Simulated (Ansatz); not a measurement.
# BH3S2 (built from SMILES SBS): a barrier at many levels of theory, part 2 of 3

Ansatz 0.2.0, Gaussian basis.

### Step 8. B3LYP-D4/def2-TZVPP

The inputs:

r/in.yaml

```yaml
crystal:
  periodic: [false, false, false]
  atoms:
    - {symbol: B, position_ang: [-0.402669, -0.017985, -0.202415]}
    - {symbol: S, position_ang: [0.598867, -0.669210, 1.126001]}
    - {symbol: S, position_ang: [0.198329, 1.220239, -1.336613]}
    - {symbol: H, position_ang: [1.437188, 1.378378, -0.835939]}
    - {symbol: H, position_ang: [-1.518255, -0.393574, -0.376738]}
    - {symbol: H, position_ang: [-0.313460, -1.517849, 1.625604]}
basis:
  gaussian: {orbitals: def2-TZVPP}
hamiltonian: {xc: {name: B3LYP}, dispersion: d4}
```

ts/in.yaml

```yaml
crystal:
  periodic: [false, false, false]
  atoms:
    - {symbol: B, position_ang: [-0.615705, -0.011024, -0.589296]}
    - {symbol: S, position_ang: [0.753530, -0.871452, 0.584325]}
    - {symbol: S, position_ang: [0.070695, 1.460415, -1.115332]}
    - {symbol: H, position_ang: [1.177293, 0.472272, 0.110218]}
    - {symbol: H, position_ang: [-1.628156, -0.615801, -0.740629]}
    - {symbol: H, position_ang: [0.242343, -0.434410, 1.750613]}
basis:
  gaussian: {orbitals: def2-TZVPP}
hamiltonian: {xc: {name: B3LYP}, dispersion: d4}
```

p/in.yaml

```yaml
crystal:
  periodic: [false, false, false]
  atoms:
    - {symbol: B, position_ang: [-1.095474, 0.374909, -1.077912]}
    - {symbol: S, position_ang: [0.953337, -1.118242, 1.194755]}
    - {symbol: S, position_ang: [-0.551913, 1.882612, -1.094669]}
    - {symbol: H, position_ang: [1.729879, -0.441384, 0.335181]}
    - {symbol: H, position_ang: [-1.533211, -0.713711, -1.105433]}
    - {symbol: H, position_ang: [0.497382, 0.015814, 1.747979]}
basis:
  gaussian: {orbitals: def2-TZVPP}
hamiltonian: {xc: {name: B3LYP}, dispersion: d4}
```

One command serves all of them, each in its own folder.

Command:

```
$ ansatz run in.yaml --threads 2 --pin off --events-out ev --progress --plain --max-ram 4352MiB
```

Output in r, shortened:

```text
Functional definition: B3LYP
  name "B3LYP"
  cite "Stephens, Devlin, Chabalowski & Frisch, J. Phys. Chem. 98, 11623 (1994) doi:10.1021/j100096a001"
  cite "Becke, Phys. Rev. A 38, 3098 (1988) doi:10.1103/PhysRevA.38.3098"
  cite "Lee, Yang & Parr, Phys. Rev. B 37, 785 (1988) doi:10.1103/PhysRevB.37.785"
  cite "Vosko, Wilk & Nusair, Can. J. Phys. 58, 1200 (1980) doi:10.1139/p80-159"
[...]
938 factors; their error is unknown
[...]
mean field -22399.50900414 eV, -823.1667729697 hartree, gradient 2.2e-5 eV, S^2 0.000000; 0 other end points of the search recorded, 0 dependent functions left out
reference -22399.50922698 eV, -823.1667811590 hartree; 20, 20 occupied and 137, 137 virtual orbitals, 938 factors
Total energy: -22399.71393254 eV, -823.1743039494 hartree
```

Log of ts, shortened:

```text
[... 6 set-up lines as earlier in the session ...]
[...]
938 factors; their error is unknown
[...]
mean field -22397.53807145 eV, -823.0943425291 hartree, gradient 5.1e-5 eV, S^2 0.000000; 0 other end points of the search recorded, 0 dependent functions left out
reference -22397.53829149 eV, -823.0943506156 hartree; 20, 20 occupied and 137, 137 virtual orbitals, 938 factors
Total energy: -22397.75220050 eV, -823.1022116268 hartree
```

p printed, shortened:

```text
[... 6 set-up lines as earlier in the session ...]
[...]
938 factors; their error is unknown
[...]
mean field -22398.27330816 eV, -823.1213619800 hartree, gradient 7.9e-5 eV, S^2 0.000000; 0 other end points of the search recorded, 0 dependent functions left out
reference -22398.27355398 eV, -823.1213710136 hartree; 20, 20 occupied and 137, 137 virtual orbitals, 938 factors
Total energy: -22398.44717496 eV, -823.1277514671 hartree
```

Wall times: 3.1 s (r), 3.3 s (ts), 3.1 s (p) on 2 threads of Arm Neoverse N1, shared host.

Barrier 45.2 kcal/mol; end less start +29.2 kcal/mol.

### Step 9. r2SCAN0-D4/def2-TZVPP

Each input of step 8 (r, ts, p) changes in the same lines:

```diff
-hamiltonian: {xc: {name: B3LYP}, dispersion: d4}
+hamiltonian: {xc: {name: r2SCAN0}, dispersion: d4}
```

One command serves all of them, each in its own folder.

Command:

```
$ ansatz run in.yaml --threads 2 --pin off --events-out ev --progress --plain --max-ram 4352MiB
```

Log of r, shortened:

```text
Functional definition: r2SCAN0
  name "r2SCAN0"
  cite "Bursch, Neugebauer, Ehlert & Grimme, J. Chem. Phys. 156, 134105 (2022) doi:10.1063/5.0086040"
[... 3 set-up lines as earlier in the session ...]
[...]
976 factors; their error is unknown
[...]
mean field -22396.13004606 eV, -823.0425985507 hartree, gradient 4.8e-5 eV, S^2 0.000000; 0 other end points of the search recorded, 0 dependent functions left out
reference -22396.13005395 eV, -823.0425988405 hartree; 20, 20 occupied and 137, 137 virtual orbitals, 976 factors
Total energy: -22396.16321940 eV, -823.0438176483 hartree
```

ts printed, shortened:

```text
[... 6 set-up lines as earlier in the session ...]
[...]
976 factors; their error is unknown
[...]
mean field -22394.13662943 eV, -822.9693418404 hartree, gradient 1.0e-5 eV, S^2 0.000000; 0 other end points of the search recorded, 0 dependent functions left out
reference -22394.13663739 eV, -822.9693421330 hartree; 20, 20 occupied and 137, 137 virtual orbitals, 976 factors
Total energy: -22394.17064453 eV, -822.9705918724 hartree
```

Output in p, shortened:

```text
[... 6 set-up lines as earlier in the session ...]
[...]
976 factors; their error is unknown
[...]
mean field -22394.67110505 eV, -822.9889834572 hartree, gradient 3.4e-5 eV, S^2 0.000000; 0 other end points of the search recorded, 0 dependent functions left out
reference -22394.67111389 eV, -822.9889837821 hartree; 20, 20 occupied and 137, 137 virtual orbitals, 976 factors
Total energy: -22394.70447078 eV, -822.9902096254 hartree
```

Times: 6 s (r), 6 s (ts), 5.5 s (p) on 2 threads of Arm Neoverse N1, shared host.

This gives 45.9 kcal/mol for the barrier and +33.6 kcal/mol for the step.

### Step 10. BHLYP-D4/def2-TZVPP

The same edit goes into each in.yaml of step 9 (r, ts, p):

```diff
-hamiltonian: {xc: {name: r2SCAN0}, dispersion: d4}
+hamiltonian: {xc: {name: BHLYP}, dispersion: d4}
```

One command serves all of them, each in its own folder.

Command:

```
$ ansatz run in.yaml --threads 2 --pin off --events-out ev --progress --plain --max-ram 4352MiB
```

Output in r, shortened:

```text
Functional definition: BHLYP
  name "BHLYP"
  cite "Becke, J. Chem. Phys. 98, 1372 (1993) doi:10.1063/1.464304"
[... 2 set-up lines as earlier in the session ...]
[...]
1056 factors; their error is unknown
[...]
mean field -22397.86617566 eV, -823.1064001365 hartree, gradient 5.5e-5 eV, S^2 0.000000; 0 other end points of the search recorded, 0 dependent functions left out
reference -22397.86632601 eV, -823.1064056617 hartree; 20, 20 occupied and 137, 137 virtual orbitals, 1056 factors
Total energy: -22398.02996038 eV, -823.1124191140 hartree
```

Log of ts, shortened:

```text
[... 5 set-up lines as earlier in the session ...]
[...]
1056 factors; their error is unknown
[...]
mean field -22395.66950237 eV, -823.0256738820 hartree, gradient 5.6e-5 eV, S^2 0.000000; 0 other end points of the search recorded, 0 dependent functions left out
reference -22395.66965229 eV, -823.0256793916 hartree; 20, 20 occupied and 137, 137 virtual orbitals, 1056 factors
Total energy: -22395.83991435 eV, -823.0319364069 hartree
```

Output in p, shortened:

```text
[... 5 set-up lines as earlier in the session ...]
[...]
1056 factors; their error is unknown
[...]
mean field -22396.54490498 eV, -823.0578443346 hartree, gradient 6.0e-5 eV, S^2 0.000000; 0 other end points of the search recorded, 0 dependent functions left out
reference -22396.54507117 eV, -823.0578504418 hartree; 20, 20 occupied and 137, 137 virtual orbitals, 1056 factors
Total energy: -22396.68433189 eV, -823.0629681792 hartree
```

They took 3.3 s (r), 3.5 s (ts), 3 s (p) on 2 threads of Arm Neoverse N1, shared host.

This gives 50.5 kcal/mol for the barrier and +31.0 kcal/mol for the step.

### Step 11. CAM-B3LYP-D4/def2-TZVPP

Each input of step 10 (r, ts, p) changes in the same lines:

```diff
-hamiltonian: {xc: {name: BHLYP}, dispersion: d4}
+hamiltonian: {xc: {name: CAM-B3LYP}, dispersion: d4}
```

One command serves all of them, each in its own folder.

Command:

```
$ ansatz run in.yaml --threads 2 --pin off --events-out ev --progress --plain --max-ram 4352MiB
```

r printed, shortened:

```text
Functional definition: CAM-B3LYP
  name "CAM-B3LYP"
  cite "Yanai, Tew & Handy, Chem. Phys. Lett. 393, 51 (2004) doi:10.1016/j.cplett.2004.06.011"
  cite "Iikura, Tsuneda, Yanai & Hirao, J. Chem. Phys. 115, 3540 (2001) doi:10.1063/1.1383587"
[... 2 set-up lines as earlier in the session ...]
[...]
  # Exact exchange under (alpha + beta erf(omega r))/r, Becke's under what is left of 1/r.
[...]
938 factors; their error is unknown
204 factors; integrals over basis functions are off by at most 1.9e-5 eV
[...]
mean field -22398.36729230 eV, -823.1248158333 hartree, gradient 6.9e-5 eV, S^2 0.000000; 0 other end points of the search recorded, 0 dependent functions left out
reference -22398.36740076 eV, -823.1248198193 hartree; 20, 20 occupied and 137, 137 virtual orbitals, 938 factors
Total energy: -22398.47382421 eV, -823.1287308087 hartree
```

Log of ts, shortened:

```text
[... 6 set-up lines as earlier in the session ...]
[...]
  # Exact exchange under (alpha + beta erf(omega r))/r, Becke's under what is left of 1/r.
[...]
938 factors; their error is unknown
204 factors; integrals over basis functions are off by at most 1.6e-5 eV
[...]
mean field -22396.28903727 eV, -823.0484413698 hartree, gradient 5.8e-5 eV, S^2 0.000000; 0 other end points of the search recorded, 0 dependent functions left out
reference -22396.28914455 eV, -823.0484453123 hartree; 20, 20 occupied and 137, 137 virtual orbitals, 938 factors
Total energy: -22396.39941731 eV, -823.0524977615 hartree
```

p printed, shortened:

```text
[... 6 set-up lines as earlier in the session ...]
[...]
  # Exact exchange under (alpha + beta erf(omega r))/r, Becke's under what is left of 1/r.
[...]
938 factors; their error is unknown
204 factors; integrals over basis functions are off by at most 3.4e-5 eV
[...]
mean field -22397.04861349 eV, -823.0763552810 hartree, gradient 3.0e-5 eV, S^2 0.000000; 0 other end points of the search recorded, 0 dependent functions left out
reference -22397.04873344 eV, -823.0763596890 hartree; 20, 20 occupied and 137, 137 virtual orbitals, 938 factors
Total energy: -22397.14643250 eV, -823.0799500632 hartree
```

Wall times: 3.4 s (r), 3.8 s (ts), 3.4 s (p) on 2 threads of Arm Neoverse N1, shared host.

At this level: barrier 47.8 kcal/mol, step energy +30.6 kcal/mol.

### Step 12. wB97X-V/def2-TZVPP

Each input of step 11 (r, ts, p) changes in the same lines:

```diff
-hamiltonian: {xc: {name: CAM-B3LYP}, dispersion: d4}
+hamiltonian: {xc: {name: wB97X-V}}
```

The same command starts each run, in its folder.

Command:

```
$ ansatz run in.yaml --threads 2 --pin off --events-out ev --progress --plain --max-ram 4352MiB
```

Output in r, shortened:

```text
Functional definition: wB97X-V
  name "wB97X-V"
  cite "Mardirossian & Head-Gordon, Phys. Chem. Chem. Phys. 16, 9904 (2014) doi:10.1039/C3CP54374A"
[... 2 set-up lines as earlier in the session ...]
[...]
      + integral(e_c_pw_opposite_spin*poly(b97_u_opposite, cos0, cos1)) + vv10(b, c)
928 factors; their error is unknown
198 factors; integrals over basis functions are off by at most 1.2e-5 eV
[...]
mean field -22394.88543686 eV, -822.9968600060 hartree, gradient 2.7e-5 eV, S^2 0.000000; 0 other end points of the search recorded, 0 dependent functions left out
reference -22394.88543517 eV, -822.9968599438 hartree; 20, 20 occupied and 137, 137 virtual orbitals, 928 factors
Total energy: -22394.88543517 eV, -822.9968599438 hartree
```

ts printed, shortened:

```text
[... 5 set-up lines as earlier in the session ...]
[...]
      + integral(e_c_pw_opposite_spin*poly(b97_u_opposite, cos0, cos1)) + vv10(b, c)
928 factors; their error is unknown
198 factors; integrals over basis functions are off by at most 1.3e-5 eV
[...]
mean field -22392.78560751 eV, -822.9196927007 hartree, gradient 3.8e-5 eV, S^2 0.000000; 0 other end points of the search recorded, 0 dependent functions left out
reference -22392.78560582 eV, -822.9196926387 hartree; 20, 20 occupied and 137, 137 virtual orbitals, 928 factors
Total energy: -22392.78560582 eV, -822.9196926387 hartree
```

Output in p, shortened:

```text
[... 5 set-up lines as earlier in the session ...]
[...]
      + integral(e_c_pw_opposite_spin*poly(b97_u_opposite, cos0, cos1)) + vv10(b, c)
928 factors; their error is unknown
198 factors; integrals over basis functions are off by at most 1.3e-5 eV
[...]
mean field -22393.48419957 eV, -822.9453654855 hartree, gradient 1.9e-5 eV, S^2 0.000000; 0 other end points of the search recorded, 0 dependent functions left out
reference -22393.48419771 eV, -822.9453654171 hartree; 20, 20 occupied and 137, 137 virtual orbitals, 928 factors
Total energy: -22393.48419771 eV, -822.9453654171 hartree
```

Wall times: 9 s (r), 9.5 s (ts), 8.5 s (p) on 2 threads of Arm Neoverse N1, shared host.

This gives 48.4 kcal/mol for the barrier and +32.3 kcal/mol for the step.

### Step 13. wB97M-V/def2-TZVPP

The same edit goes into each in.yaml of step 12 (r, ts, p):

```diff
-hamiltonian: {xc: {name: wB97X-V}}
+hamiltonian: {xc: {name: wB97M-V}}
```

One command serves all of them, each in its own folder.

Command:

```
$ ansatz run in.yaml --threads 2 --pin off --events-out ev --progress --plain --max-ram 4352MiB
```

r printed, shortened:

```text
Functional definition: wB97M-V
  name "wB97M-V"
  cite "Mardirossian & Head-Gordon, J. Chem. Phys. 144, 214110 (2016) doi:10.1063/1.4952647"
[... 2 set-up lines as earlier in the session ...]
  # Of w^i u^j: cxij and so on, Table III.
[...]
  gx(w, u) = 1 - cx + cx01*u + cx10*w
[...]
      + integral(e_c_pw_mod_opposite_spin*gos(b97_w_opposite, b97_u_opposite)) + vv10(b, c)
928 factors; their error is unknown
198 factors; integrals over basis functions are off by at most 1.2e-5 eV
[...]
mean field -22396.63550415 eV, -823.0611737929 hartree, gradient 1.6e-5 eV, S^2 0.000000; 0 other end points of the search recorded, 0 dependent functions left out
reference -22396.63554541 eV, -823.0611753090 hartree; 20, 20 occupied and 137, 137 virtual orbitals, 928 factors
Total energy: -22396.63554541 eV, -823.0611753090 hartree
```

ts printed, shortened:

```text
[... 5 set-up lines as earlier in the session ...]
  # Of w^i u^j: cxij and so on, Table III.
[...]
  gx(w, u) = 1 - cx + cx01*u + cx10*w
[...]
      + integral(e_c_pw_mod_opposite_spin*gos(b97_w_opposite, b97_u_opposite)) + vv10(b, c)
928 factors; their error is unknown
198 factors; integrals over basis functions are off by at most 1.3e-5 eV
[...]
mean field -22394.62047821 eV, -822.9871229551 hartree, gradient 4.0e-5 eV, S^2 0.000000; 0 other end points of the search recorded, 0 dependent functions left out
reference -22394.62051922 eV, -822.9871244624 hartree; 20, 20 occupied and 137, 137 virtual orbitals, 928 factors
Total energy: -22394.62051922 eV, -822.9871244624 hartree
```

Output in p, shortened:

```text
[... 5 set-up lines as earlier in the session ...]
  # Of w^i u^j: cxij and so on, Table III.
[...]
  gx(w, u) = 1 - cx + cx01*u + cx10*w
[...]
      + integral(e_c_pw_mod_opposite_spin*gos(b97_w_opposite, b97_u_opposite)) + vv10(b, c)
928 factors; their error is unknown
198 factors; integrals over basis functions are off by at most 1.3e-5 eV
[...]
mean field -22395.33295018 eV, -823.0133058174 hartree, gradient 1.8e-5 eV, S^2 0.000000; 0 other end points of the search recorded, 0 dependent functions left out
reference -22395.33299529 eV, -823.0133074749 hartree; 20, 20 occupied and 137, 137 virtual orbitals, 928 factors
Total energy: -22395.33299529 eV, -823.0133074749 hartree
```

They took 10 s (r), 11 s (ts), 9.5 s (p) on 2 threads of Arm Neoverse N1, shared host.

This gives 46.5 kcal/mol for the barrier and +30.0 kcal/mol for the step.

### Step 14. B2PLYP/def2-TZVPP

Each input of step 13 (r, ts, p) changes in the same lines:

```diff
-hamiltonian: {xc: {name: wB97M-V}}
+hamiltonian: {xc: {name: B2PLYP}}
```

The same command starts each run, in its folder.

Command:

```
$ ansatz run in.yaml --threads 2 --pin off --events-out ev --progress --plain --max-ram 4352MiB
```

Output in r, shortened:

```text
Functional definition: B2PLYP
  name "B2PLYP"
  cite "Grimme, J. Chem. Phys. 124, 034108 (2006) doi:10.1063/1.2148954"
[... 2 set-up lines as earlier in the session ...]
[...]
900 factors; integrals over basis functions are off by at most 8.2e-4 eV
[...]
mean field -22386.50476344 eV, -822.6888759384 hartree, gradient 3.6e-6 eV, S^2 0.000000; 0 other end points of the search recorded, 0 dependent functions left out
11 core orbitals not correlated: weight in the atoms' cores, before any rotation towards them, 1.000 or more for the frozen orbitals, at most 0.000 for the correlated occupied ones
reference -22386.50490402 eV, -822.6888811046 hartree; 9, 9 occupied and 137, 137 virtual orbitals, 900 factors
second order -15.43382837 eV of doubles, -0.00000000 eV of singles
Total energy: -22390.67203768 eV, -822.8420204420 hartree
```

ts printed, shortened:

```text
[... 5 set-up lines as earlier in the session ...]
[...]
904 factors; integrals over basis functions are off by at most 1.1e-3 eV
[...]
mean field -22384.27848654 eV, -822.6070617715 hartree, gradient 9.0e-6 eV, S^2 0.000000; 0 other end points of the search recorded, 0 dependent functions left out
11 core orbitals not correlated: weight in the atoms' cores, before any rotation towards them, 1.000 or more for the frozen orbitals, at most 0.000 for the correlated occupied ones
reference -22384.27862666 eV, -822.6070669209 hartree; 9, 9 occupied and 137, 137 virtual orbitals, 904 factors
second order -16.36131817 eV of doubles, -0.00000000 eV of singles
Total energy: -22388.69618257 eV, -822.7694091061 hartree
```

Output in p, shortened:

```text
[... 5 set-up lines as earlier in the session ...]
[...]
891 factors; integrals over basis functions are off by at most 1.0e-3 eV
[...]
mean field -22385.26481761 eV, -822.6433087696 hartree, gradient 5.5e-6 eV, S^2 0.000000; 0 other end points of the search recorded, 0 dependent functions left out
11 core orbitals not correlated: weight in the atoms' cores, before any rotation towards them, 1.000 or more for the frozen orbitals, at most 0.000 for the correlated occupied ones
reference -22385.26497299 eV, -822.6433144797 hartree; 9, 9 occupied and 137, 137 virtual orbitals, 891 factors
second order -15.47577295 eV of doubles, -0.00000000 eV of singles
Total energy: -22389.44343169 eV, -822.7968700046 hartree
```

Times: 4.9 s (r), 5.5 s (ts), 4.8 s (p) on 2 threads of Arm Neoverse N1, shared host.

This gives 45.6 kcal/mol for the barrier and +28.3 kcal/mol for the step.

### Step 15. PBE-QIDH/def2-TZVPP

Each input of step 14 (r, ts, p) changes in the same lines:

```diff
-hamiltonian: {xc: {name: B2PLYP}}
+hamiltonian: {xc: {name: PBE-QIDH}}
```

Each run has its own folder and the same command.

Command:

```
$ ansatz run in.yaml --threads 2 --pin off --events-out ev --progress --plain --max-ram 4352MiB
```

r printed, shortened:

```text
Functional definition: PBE-QIDH
  name "PBE-QIDH"
  cite "Brémond, Sancho-García, Pérez-Jiménez & Adamo, J. Chem. Phys. 141, 031101 (2014) doi:10.1063/1.4890314"
[... 1 set-up line as earlier in the session ...]
[...]
900 factors; integrals over basis functions are off by at most 8.2e-4 eV
[...]
mean field -22380.24769873 eV, -822.4589330516 hartree, gradient 4.3e-6 eV, S^2 0.000000; 0 other end points of the search recorded, 0 dependent functions left out
11 core orbitals not correlated: weight in the atoms' cores, before any rotation towards them, 1.000 or more for the frozen orbitals, at most 0.000 for the correlated occupied ones
reference -22380.24770883 eV, -822.4589334227 hartree; 9, 9 occupied and 137, 137 virtual orbitals, 900 factors
second order -14.26355711 eV of doubles, -0.00000000 eV of singles
Total energy: -22385.00222786 eV, -822.6336587745 hartree
```

Log of ts, shortened:

```text
[... 4 set-up lines as earlier in the session ...]
[...]
904 factors; integrals over basis functions are off by at most 1.1e-3 eV
[...]
mean field -22377.98513416 eV, -822.3757853374 hartree, gradient 8.1e-6 eV, S^2 0.000000; 0 other end points of the search recorded, 0 dependent functions left out
11 core orbitals not correlated: weight in the atoms' cores, before any rotation towards them, 1.000 or more for the frozen orbitals, at most 0.000 for the correlated occupied ones
reference -22377.98514455 eV, -822.3757857193 hartree; 9, 9 occupied and 137, 137 virtual orbitals, 904 factors
second order -15.04629504 eV of doubles, -0.00000000 eV of singles
Total energy: -22383.00057624 eV, -822.5600994339 hartree
```

Output in p, shortened:

```text
[... 4 set-up lines as earlier in the session ...]
[...]
891 factors; integrals over basis functions are off by at most 1.0e-3 eV
[...]
mean field -22378.81247448 eV, -822.4061895332 hartree, gradient 8.7e-6 eV, S^2 0.000000; 0 other end points of the search recorded, 0 dependent functions left out
11 core orbitals not correlated: weight in the atoms' cores, before any rotation towards them, 1.000 or more for the frozen orbitals, at most 0.000 for the correlated occupied ones
reference -22378.81248591 eV, -822.4061899531 hartree; 9, 9 occupied and 137, 137 virtual orbitals, 891 factors
second order -14.24242042 eV of doubles, -0.00000000 eV of singles
Total energy: -22383.55995938 eV, -822.5806563854 hartree
```

Wall times: 5.5 s (r), 5.5 s (ts), 4.8 s (p) on 2 threads of Arm Neoverse N1, shared host.

At this level: barrier 46.2 kcal/mol, step energy +33.3 kcal/mol.

[end of part 2 of 3]
